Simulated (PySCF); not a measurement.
# CH₇NSi: electronic excitations at several levels of theory

Aim: compute the electronic excitations of CH₇NSi (`CN[SiH3]`) at several levels, and see how far they spread and what each costs.

Programs: PySCF 2.14.0, with density-fitted response routines of our own. Each step states its level of theory. These are calculated values for one molecule in the gas phase, unless marked as measured. Atoms count from 0, in the outputs and in this text.

### Step 1. The molecule as given

10 atoms, charge 0, multiplicity 1; geometry from: PBE0-D3(BJ)/def2-SVP.

Bonds of the start (Å): C0–N1 1.44, N1–Si2 1.73, C0–H3 1.10, C0–H4 1.10, C0–H5 1.11, N1–H6 1.01, Si2–H7 1.50, Si2–H8 1.50, Si2–H9 1.49.

### Step 2. TDDFT and polarisability: wB97X-D/def2-SVPD

What the job is given:

```
{"job": {"kind": "uv", "xc": "wB97X-D", "basis": "def2-SVPD", "ip": true}, "charge": 0, "multiplicity": 1}
C     -1.333892    -0.108755     0.043676
N     -0.102541     0.642302     0.016793
Si     1.471681    -0.072336     0.091603
H     -1.198465    -1.067068    -0.483209
H     -2.141710     0.428317    -0.481302
H     -1.700215    -0.348285     1.061742
H     -0.193107     1.594445     0.352816
H      1.585034    -1.103225    -0.986534
H      1.818759    -0.762409     1.382451
H      2.461782     1.027049    -0.115400
```

With the program's defaults for keys left out, this is: TDDFT wB97X-D/def2-SVPD, vertical, gas phase, core orbitals frozen in the response.

Started as:

```console
> OMP_NUM_THREADS=1 python probes_run.py task.json out
```

This one command runs all jobs of the session in turn.

Output:

```text
coarse grid: 8112 points
cycle   1  E = -386.3052191986  dE = -3.414e-02  |g| = 3.009e-01  |ddm| = 3.411e+00
cycle   2  E = -386.3104740141  dE = -5.255e-03  |g| = 2.867e-01  |ddm| = 7.462e-01
cycle   3  E = -386.3277921277  dE = -1.732e-02  |g| = 2.978e-02  |ddm| = 2.989e-01
cycle   4  E = -386.3280620666  dE = -2.699e-04  |g| = 5.969e-03  |ddm| = 8.584e-02
cycle   5  E = -386.3280750542  dE = -1.299e-05  |g| = 1.131e-03  |ddm| = 3.083e-02
cycle   6  E = -386.3280757189  dE = -6.647e-07  |g| = 4.888e-04  |ddm| = 8.187e-03
final grid: 71736 points
cycle   7  E = -386.3775308915  dE = -4.833e-05  |g| = 4.556e-03  |ddm| = 7.284e-02
cycle   8  E = -386.3775314171  dE = -5.256e-07  |g| = 4.511e-03  |ddm| = 1.236e-02
cycle   9  E = -386.3775356615  dE = -4.244e-06  |g| = 3.881e-04  |ddm| = 4.916e-03
cycle  10  E = -386.3775357089  dE = -4.737e-08  |g| = 1.107e-04  |ddm| = 1.489e-03
cycle  11  E = -386.3775357135  dE = -4.622e-09  |g| = 2.176e-05  |ddm| = 4.073e-04
cycle  12  E = -386.3775357138  dE = -2.768e-10  |g| = 9.262e-06  |ddm| = 1.432e-04
converged SCF energy = -386.3775357138

Static polarisability (au): isotropic 50.476, principal 46.209 47.819 57.399

Singlet excitations
state   eV       nm        f      main configurations
  1   6.0143    206.1   0.00362   H->L 0.91
  2   7.0784    175.2   0.00334   H->L+2 0.72, H->L+3 0.23
  3   7.2607    170.8   0.03337   H->L+1 0.79
  4   7.7361    160.3   0.01878   H->L+5 0.34, H->L+3 0.29, H->L+4 0.20
  5   7.7570    159.8   0.00668   H->L+5 0.41, H->L+3 0.36
  6   7.9082    156.8   0.04309   H->L+4 0.75, H->L+5 0.17
  7   8.7782    141.2   0.04185   H-1->L 0.65, H-1->L+1 0.12, H-1->L+2 0.12
  8   8.8517    140.1   0.02883   H-2->L 0.48, H->L+6 0.24, H-2->L+1 0.11
  9   8.9403    138.7   0.09559   H->L+6 0.66, H-2->L 0.18
 10   9.1445    135.6   0.01763   H->L+7 0.49, H->L+8 0.30

Triplet excitations (Tamm-Dancoff, eV): 5.7959 6.9417 7.0467 7.4535
Vertical ionisation energy (delta-SCF) = 9.0352 eV
```

It took 11 s on 1 thread of Arm Neoverse V2, shared host; peak memory 0.56 GiB.

The orbitals next to the gap, with their largest atomic shares:

```csv
orbital,eV,atoms
HOMO−3,-12.03,"N1 25 %, C0 25 %, Si2 13 %"
HOMO−2,-11.49,"Si2 37 %, H7 25 %, H8 18 %"
HOMO−1,-11.41,"Si2 40 %, H9 34 %, H7 10 %"
HOMO,-8.66,"N1 56 %, C0 11 %, Si2 11 %"
LUMO,2.03,"Si2 36 %, C0 17 %, H6 10 %"
LUMO+1,2.58,"Si2 53 %, H8 14 %, H7 13 %"
LUMO+2,2.98,"Si2 27 %, C0 19 %, H4 13 %"
```

With each of the 10 states as a Gaussian band of 0.4 eV half-width at 1/e, the curve within the window shown has maxima at 206 nm (ε 150), 159 nm (ε 2,900), 139 nm (ε 7,000) L/(mol cm). Beyond the last state computed it falls off for lack of states. The curve at chosen wavelengths:

```
 nm  ε (L/mol/cm)
131          1432
135          4829
139          7022
143          4983
147          2250
150          1668
154          2301
158          2850
162          2649
166          2226
170          1876
174          1438
178           903
181           550
185           241
189           106
193            78
197            99
201           130
205           146
209           139
212           121
216            89
220            58
224            33
228            18
```

Further results of this job:

```
           property  computed
  dipole moment (D)      1.18
polarisability (Å³)      7.48
 HOMO–LUMO gap (eV)     10.69
      −ε(HOMO) (eV)      8.67
```

### Step 3. TDDFT and polarisability: LC-wPBE/def2-SVPD

Settings changed since step 2:

```diff
@@ -1,2 +1,2 @@
-{"job": {"kind": "uv", "xc": "wB97X-D", "basis": "def2-SVPD", "ip": true}, "charge": 0, "multiplicity": 1}
+{"job": {"kind": "uv", "xc": "LC-wPBE", "basis": "def2-SVPD", "ip": true}, "charge": 0, "multiplicity": 1}
 C     -1.333892    -0.108755     0.043676
```

Method: TDDFT LC-wPBE/def2-SVPD, vertical, gas phase, core orbitals frozen in the response.

Output:

```text
coarse grid: 8112 points
cycle   1  E = -386.1822842808  dE = -2.019e-02  |g| = 2.937e-01  |ddm| = 3.392e+00
cycle   2  E = -386.1951862810  dE = -1.290e-02  |g| = 2.283e-01  |ddm| = 6.226e-01
cycle   3  E = -386.2057727852  dE = -1.059e-02  |g| = 3.833e-02  |ddm| = 2.603e-01
cycle   4  E = -386.2062135100  dE = -4.407e-04  |g| = 6.962e-03  |ddm| = 9.618e-02
cycle   5  E = -386.2062321149  dE = -1.860e-05  |g| = 1.585e-03  |ddm| = 2.953e-02
cycle   6  E = -386.2062332737  dE = -1.159e-06  |g| = 6.313e-04  |ddm| = 7.753e-03
final grid: 71736 points
cycle   7  E = -386.2661623073  dE = -1.262e-05  |g| = 3.627e-03  |ddm| = 3.230e-02
cycle   8  E = -386.2661635310  dE = -1.224e-06  |g| = 3.356e-03  |ddm| = 7.061e-03
cycle   9  E = -386.2661653855  dE = -1.854e-06  |g| = 2.383e-04  |ddm| = 3.260e-03
cycle  10  E = -386.2661654050  dE = -1.953e-08  |g| = 1.142e-04  |ddm| = 6.255e-04
cycle  11  E = -386.2661654097  dE = -4.744e-09  |g| = 2.405e-05  |ddm| = 3.007e-04
cycle  12  E = -386.2661654101  dE = -3.840e-10  |g| = 5.662e-06  |ddm| = 8.633e-05
converged SCF energy = -386.2661654101

Static polarisability (au): isotropic 49.277, principal 45.202 46.802 55.827

Singlet excitations
state   eV       nm        f      main configurations
  1   6.3815    194.3   0.00353   H->L 0.74, H->L+1 0.16
  2   7.4630    166.1   0.00390   H->L+3 0.46, H->L+2 0.41
  3   7.7441    160.1   0.03261   H->L+1 0.47, H->L 0.16, H->L+2 0.14
  4   8.1075    152.9   0.03405   H->L+5 0.43, H->L+4 0.29, H->L+2 0.12
  5   8.2377    150.5   0.00338   H->L+3 0.35, H->L+1 0.22, H->L+2 0.18
  6   8.3865    147.8   0.04978   H->L+4 0.64, H->L+5 0.24
  7   9.0693    136.7   0.03311   H-1->L 0.39, H-1->L+2 0.22, H-1->L+1 0.22
  8   9.2486    134.1   0.02270   H-2->L 0.29, H-2->L+1 0.20, H->L+6 0.12
  9   9.3563    132.5   0.10393   H->L+6 0.65
 10   9.5070    130.4   0.03252   H->L+8 0.33, H->L+7 0.28, H->L+6 0.13

Triplet excitations (Tamm-Dancoff, eV): 6.0280 7.1930 7.3505 7.6839
Vertical ionisation energy (delta-SCF) = 9.1701 eV
```

Wall time 15 s (1 thread of Arm Neoverse V2, shared host); peak memory 0.54 GiB.

In short: HOMO -9.52 eV, LUMO 2.20 eV; lowest singlet 6.38 eV.

### Step 4. TDDFT and polarisability: PBE0/6-31G*

Settings changed since step 3:

```diff
@@ -1,2 +1,2 @@
-{"job": {"kind": "uv", "xc": "LC-wPBE", "basis": "def2-SVPD", "ip": true}, "charge": 0, "multiplicity": 1}
+{"job": {"kind": "uv", "xc": "PBE0", "basis": "6-31G*"}, "charge": 0, "multiplicity": 1}
 C     -1.333892    -0.108755     0.043676
```

Level: TDDFT PBE0/6-31G*, vertical, gas phase, core orbitals frozen in the response.

Output:

```text
coarse grid: 8112 points
cycle   1  E = -386.3024839406  dE = -2.048e-02  |g| = 3.418e-01  |ddm| = 2.566e+00
cycle   2  E = -386.2799551557  dE =  2.253e-02  |g| = 4.637e-01  |ddm| = 7.267e-01
cycle   3  E = -386.3296736958  dE = -4.972e-02  |g| = 3.651e-02  |ddm| = 4.485e-01
cycle   4  E = -386.3299452467  dE = -2.716e-04  |g| = 1.339e-02  |ddm| = 3.966e-02
cycle   5  E = -386.3299866885  dE = -4.144e-05  |g| = 3.154e-03  |ddm| = 1.219e-02
cycle   6  E = -386.3299890434  dE = -2.355e-06  |g| = 2.982e-04  |ddm| = 2.659e-03
final grid: 71736 points
cycle   7  E = -386.2958504125  dE = -7.777e-06  |g| = 5.737e-03  |ddm| = 1.068e-02
cycle   8  E = -386.2958446477  dE =  5.765e-06  |g| = 7.646e-03  |ddm| = 1.179e-02
cycle   9  E = -386.2958586295  dE = -1.398e-05  |g| = 6.026e-04  |ddm| = 6.733e-03
cycle  10  E = -386.2958587099  dE = -8.046e-08  |g| = 1.025e-04  |ddm| = 5.083e-04
cycle  11  E = -386.2958587122  dE = -2.225e-09  |g| = 1.645e-05  |ddm| = 7.795e-05
cycle  12  E = -386.2958587122  dE = -7.270e-11  |g| = 2.187e-06  |ddm| = 2.206e-05
converged SCF energy = -386.2958587122

Static polarisability (au): isotropic 39.444, principal 35.364 37.196 45.771

Singlet excitations
state   eV       nm        f      main configurations
  1   6.0044    206.5   0.01011   H->L 0.99
  2   7.2125    171.9   0.00568   H->L+1 0.99
  3   8.0828    153.4   0.03274   H->L+2 0.70, H->L+3 0.26
  4   8.3872    147.8   0.07287   H->L+3 0.68, H->L+2 0.26
  5   8.9696    138.2   0.00791   H-1->L 0.90
  6   8.9894    137.9   0.00576   H-2->L 0.93
  7   9.1791    135.1   0.06064   H->L+4 0.88
  8   9.4578    131.1   0.00225   H->L+5 0.92
  9   9.6749    128.2   0.09495   H-3->L 0.91
 10   9.9753    124.3   0.00959   H->L+6 0.94

Triplet excitations (Tamm-Dancoff, eV): 5.5944 7.0207 7.3868 7.8710
```

Run time: 2.6 s. Hardware: 1 thread of Arm Neoverse V2, shared host; peak memory 0.36 GiB.

Key values: HOMO -6.50 eV, LUMO 1.03 eV; lowest singlet 6.00 eV.

### Step 5. Ultraviolet spectrum: PBE0/def2-SVP

Settings changed since step 4:

```diff
@@ -1,2 +1,2 @@
-{"job": {"kind": "uv", "xc": "PBE0", "basis": "6-31G*"}, "charge": 0, "multiplicity": 1}
+{"job": {"kind": "uv", "xc": "PBE0", "basis": "def2-SVP"}, "charge": 0, "multiplicity": 1}
 C     -1.333892    -0.108755     0.043676
```

Method: TDDFT PBE0/def2-SVP, vertical, gas phase, core orbitals frozen in the response.

Output:

```text
coarse grid: 8112 points
cycle   1  E = -386.0897154828  dE = -3.634e-02  |g| = 3.262e-01  |ddm| = 2.814e+00
cycle   2  E = -386.0700137536  dE =  1.970e-02  |g| = 4.402e-01  |ddm| = 7.267e-01
cycle   3  E = -386.1143744329  dE = -4.436e-02  |g| = 3.560e-02  |ddm| = 4.449e-01
cycle   4  E = -386.1146512121  dE = -2.768e-04  |g| = 1.110e-02  |ddm| = 3.948e-02
cycle   5  E = -386.1146788689  dE = -2.766e-05  |g| = 3.391e-03  |ddm| = 1.133e-02
cycle   6  E = -386.1146816416  dE = -2.773e-06  |g| = 2.723e-04  |ddm| = 3.035e-03
final grid: 71736 points
cycle   7  E = -386.1593935982  dE = -8.508e-06  |g| = 5.417e-03  |ddm| = 1.334e-02
cycle   8  E = -386.1593883633  dE =  5.235e-06  |g| = 7.200e-03  |ddm| = 1.149e-02
cycle   9  E = -386.1594008358  dE = -1.247e-05  |g| = 5.779e-04  |ddm| = 6.709e-03
cycle  10  E = -386.1594009095  dE = -7.367e-08  |g| = 9.192e-05  |ddm| = 4.960e-04
cycle  11  E = -386.1594009113  dE = -1.853e-09  |g| = 1.407e-05  |ddm| = 8.415e-05
cycle  12  E = -386.1594009114  dE = -5.258e-11  |g| = 2.588e-06  |ddm| = 2.401e-05
converged SCF energy = -386.1594009114

Static polarisability (au): isotropic 42.742, principal 38.757 40.459 49.010

Singlet excitations
state   eV       nm        f      main configurations
  1   6.0992    203.3   0.00455   H->L 0.99
  2   7.0687    175.4   0.00975   H->L+1 0.99
  3   7.8945    157.1   0.00318   H->L+4 0.48, H->L+3 0.24, H->L+2 0.20
  4   8.0492    154.0   0.07437   H->L+2 0.63, H->L+3 0.35
  5   8.3574    148.4   0.14036   H->L+4 0.47, H->L+3 0.33, H->L+2 0.13
  6   8.6836    142.8   0.02028   H->L+5 0.89
  7   9.0257    137.4   0.01670   H-2->L 0.94
  8   9.0545    136.9   0.02323   H-1->L 0.91
  9   9.4136    131.7   0.06332   H->L+6 0.60, H->L+7 0.37
 10   9.5368    130.0   0.05170   H->L+7 0.53, H->L+6 0.28, H-3->L 0.17

Triplet excitations (Tamm-Dancoff, eV): 5.7033 6.8380 7.3145 7.5932
```

It took 3.4 s on 1 thread of Arm Neoverse V2, shared host; peak memory 0.42 GiB.

This run: HOMO -6.61 eV, LUMO 1.03 eV; lowest singlet 6.10 eV.

[end of part 1 of 2]
